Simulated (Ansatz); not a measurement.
A made-up structure of CH$_{2}$BF, closed shell:

```
5
angstrom
C -0.3493 0.3790 -0.2668
B 0.4799 -0.5208 0.3666
F 1.2512 -1.3577 0.9556
H 0.0624 -0.6327 1.4323
H -0.5718 0.2992 -1.3236
```

It is relaxed with PBE-D4/def2-SVP and then PBE0-D4/def2-TZVP (Ansatz 0.2.0). Atoms count as bonded within 1.22 times the sum of their covalent radii (H–H: 0.88 Å). The end point is not checked to be a true minimum.

Problem. Does its bonding change? (A judgement: the text doesn't fix the answer.)

Solution. The calculation gives: Yes. Formed: C1–H4; broken: B2–H4.

Where it ends: The first stage lowers the energy by 5.42 eV in 16 steps. It ends as CH₂BF ([CH2][B][F]):
```json
{"atom": "C1", "x (Å)": "-0.3122", "y (Å)": "-0.0785", "z (Å)": "0.1028"}
{"atom": "B2", "x (Å)": "0.8433", "y (Å)": "-0.7625", "z (Å)": "0.4114"}
{"atom": "F3", "x (Å)": "1.9180", "y (Å)": "-1.3987", "z (Å)": "0.6985"}
{"atom": "H4", "x (Å)": "-1.0601", "y (Å)": "0.1410", "z (Å)": "0.8547"}
{"atom": "H5", "x (Å)": "-0.5166", "y (Å)": "0.2659", "z (Å)": "-0.9034"}
```

Labels in which every atom is bracketed show which atoms are joined, not bond orders.

For scale, one of the runs: PBE0-D4/def2-TZVP relaxation, 105 basis functions, launched by `ansatz run in.yaml --threads 2 --pin off --events-out ev --progress --plain --max-ram 4352MiB`. The run took about 4.9 s on 2 CPU threads of an Intel Xeon Platinum 8488C (shared host).
